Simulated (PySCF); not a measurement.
An excited-state job on ABN, `Nc1ccc(C#N)cc1`.

Method: TDDFT CAM-B3LYP/def2-SVPD, vertical, gas phase, core orbitals frozen in the response (PySCF 2.14.0, density-fitted response routines). Geometry: PBE0-D3(BJ)/def2-SVP. A driver script takes a list of jobs; this job's settings line and coordinates (Å) are shown.

Input:
```
{"job": {"kind": "uv", "xc": "CAM-B3LYP", "basis": "def2-SVPD", "ip": true}, "charge": 0, "multiplicity": 1}
N     -4.301539     0.031391    -0.091156
C     -3.146137     0.012117     0.018396
C     -1.725027    -0.011907     0.153382
C     -1.073952     0.854793     1.046676
C      0.303320     0.830275     1.179062
C      1.086392    -0.063410     0.421162
N      2.448736    -0.063509     0.525417
C      0.428487    -0.931230    -0.473597
C     -0.949023    -0.904523    -0.604024
H     -1.664469     1.553217     1.642604
H      0.792712     1.513677     1.877514
H      2.961985    -0.846353     0.147159
H      2.875518     0.398872     1.315012
H      1.015789    -1.631431    -1.072893
H     -1.441746    -1.584736    -1.301325
```

Output:
```
coarse grid: 13448 points
cycle   1  E = -379.2514699588  dE =  1.740e+00  |g| = 5.093e-01  |ddm| = 1.733e+01
cycle   2  E = -379.1781829521  dE =  7.329e-02  |g| = 8.262e-01  |ddm| = 3.429e+00
cycle   3  E = -379.3223746934  dE = -1.442e-01  |g| = 9.444e-02  |ddm| = 1.351e+00
cycle   4  E = -379.3241137835  dE = -1.739e-03  |g| = 4.916e-02  |ddm| = 3.549e-01
cycle   5  E = -379.3246857794  dE = -5.720e-04  |g| = 1.196e-02  |ddm| = 1.612e-01
cycle   6  E = -379.3247204391  dE = -3.466e-05  |g| = 3.175e-03  |ddm| = 5.474e-02
cycle   7  E = -379.3247234625  dE = -3.023e-06  |g| = 1.112e-03  |ddm| = 1.322e-02
final grid: 132672 points
cycle   8  E = -379.3934021095  dE = -3.242e-05  |g| = 3.953e-03  |ddm| = 2.121e-01
cycle   9  E = -379.3934020598  dE =  4.971e-08  |g| = 4.194e-03  |ddm| = 2.408e-02
cycle  10  E = -379.3934060421  dE = -3.982e-06  |g| = 4.786e-04  |ddm| = 1.299e-02
cycle  11  E = -379.3934060934  dE = -5.137e-08  |g| = 2.360e-04  |ddm| = 1.684e-03
cycle  12  E = -379.3934061057  dE = -1.223e-08  |g| = 8.486e-05  |ddm| = 7.073e-04
cycle  13  E = -379.3934061073  dE = -1.587e-09  |g| = 2.826e-05  |ddm| = 1.865e-04
cycle  14  E = -379.3934061075  dE = -2.226e-10  |g| = 9.357e-06  |ddm| = 9.385e-05
converged SCF energy = -379.3934061075

Static polarisability (au): isotropic 98.252, principal 53.649 90.113 150.995

Singlet excitations
state   eV       nm        f      main configurations
  1   4.7949    258.6   0.02309   H->L+1 0.84, H-1->L 0.15
  2   5.1282    241.8   0.42661   H->L 0.92
  3   5.8059    213.5   0.00288   H->L+2 0.93
  4   6.3958    193.9   0.23174   H-1->L 0.78, H->L+1 0.14
  5   6.5520    189.2   0.00720   H->L+5 0.42, H->L+4 0.36
  6   6.5962    188.0   0.00379   H->L+3 0.94
  7   6.7063    184.9   0.00394   H->L+4 0.51, H->L+5 0.21, H->L+7 0.10
  8   6.8565    180.8   0.64041   H-1->L+1 0.90
  9   6.9621    178.1   0.00001   H-3->L 0.82
 10   7.2780    170.4   0.01107   H-2->L 0.64, H->L+9 0.14, H-3->L+5 0.11

Triplet excitations (Tamm-Dancoff, eV): 3.4738 4.0284 4.5804 5.0899
Vertical ionisation energy (delta-SCF) = 8.3285 eV
Vertical electron affinity (delta-SCF) = -0.6151 eV
```

The SCF starts on a coarse grid where the log names one; the energy can jump when the final grid takes over, and dE then counts from the start density on the new grid. H and L stand for HOMO and LUMO; the number after each pair is its weight.

Task: Which computed singlet has the largest oscillator strength, and what do all of them sum to?

Result: State 8 at 6.86 eV (181 nm), f = 0.640; the 10 states sum to 1.351.

Task: Give S1 in cm⁻¹ and kJ/mol.

Result: 4.7949 eV × 8065.54 = 38673 cm⁻¹; × 96.485 = 462.6 kJ/mol.

In short: HOMO -7.67 eV, LUMO -0.01 eV; lowest singlet 4.79 eV; lowest triplet 3.47 eV (Tamm–Dancoff); mean polarisability 98.3 au.

The run took 2.4 min of wall time on one thread, Arm Neoverse V1, on a shared host.
Labels such as C1 count atoms from 1, the log's own numbers from 0.
